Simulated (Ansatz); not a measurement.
**CHPSi (triplet): the correlation ladder at a displaced geometry (v2), cc-pVDZ**

Aim: climb from Hartree-Fock through coupled cluster for CHPSi (triplet) at one geometry and basis, and see what each rung misses.

Program: Ansatz 0.2.0, Gaussian basis. Level of theory: cc-pVDZ, core rule «outside noble gas», up to 11 orbitals frozen. These are calculated values, not measurements.

To be run: UHF; CCSD(T) on ROHF; CCSD(T) on UHF; BCCD(T) on ROHF; CISD; CCSDT(Q) on ROHF; CCSDT(Q) on UHF.

26 further runs of the same task are left out: 9 that didn't finish, 17 set aside as unsound or not needed.

## Step 1: The geometry

The geometry is a PBE0/def2-TZVP stationary point (not a proven minimum) with its atoms shifted at random (size 0.100 Å).

4 atoms, charge 0, spin multiplicity 3.

Atoms are counted from 1 here; the program's logs count them from 0.

Bond lengths: C1–P2 1.685 Å, C1–Si3 1.733 Å, P2–H4 1.525 Å. Angles: P2–C1–Si3 169.4°, C1–P2–H4 95.8°.

## Step 2: UHF

in.yaml

```yaml
crystal:
  periodic: [false, false, false]
  atoms:
    - {symbol: C, position_ang: [0.105311, -0.060834, -0.070630]}
    - {symbol: P, position_ang: [-0.059563, 0.099883, 1.598570]}
    - {symbol: Si, position_ang: [0.017057, -0.034482, -1.801435]}
    - {symbol: H, position_ang: [0.100166, -1.383650, 1.913600]}
basis:
  gaussian: {orbitals: cc-pVDZ}
magnetization: {spin_polarized: true, initial_magnetization: 2}
hamiltonian: {xc: hf}
output: {orbitals: {seedname: orbitals}}
```

On the command line:

```
$ ansatz run in.yaml --threads 1 --pin off --events-out ev --progress --plain --max-ram 2393MiB
```

After this run come: CCSD(T) on ROHF; CCSD(T) on UHF; BCCD(T) on ROHF; CISD; CCSDT(Q) on ROHF; CCSDT(Q) on UHF.

Q: Predict the results of all the runs planned. Wanted: RCCSDT(Q) below the RHF energy; RMP2 from RCCSDT(Q); UMP2 from RCCSDT(Q); RCCSD from RCCSDT(Q); RCCSD(T) from RCCSDT(Q); UCCSD(T) from RCCSDT(Q); UCCSDT(Q) from RCCSDT(Q); T1 diagnostic.

The runs gave:

| quantity | value |
| --- | --- |
| RCCSDT(Q) below the RHF energy | -9.8157 eV |
| RMP2 from RCCSDT(Q) | +155.9 kJ/mol |
| UMP2 from RCCSDT(Q) | +183.5 kJ/mol |
| RCCSD from RCCSDT(Q) | +54.5 kJ/mol |
| RCCSD(T) from RCCSDT(Q) | +9.4 kJ/mol |
| UCCSD(T) from RCCSDT(Q) | +10.5 kJ/mol |
| UCCSDT(Q) from RCCSDT(Q) | -0.5 kJ/mol |
| levels within 1 kcal/mol (43 meV) | UCCSDT, UCCSDT(Q) |
| T1 diagnostic | 0.043 |

RCCSD(T) lands +9.4 kJ/mol from the yardstick (1.0 % of the correlation energy). These misses are within one basis, not against nature; the frozen cores of restricted and unrestricted runs differ, which can shift their rows.
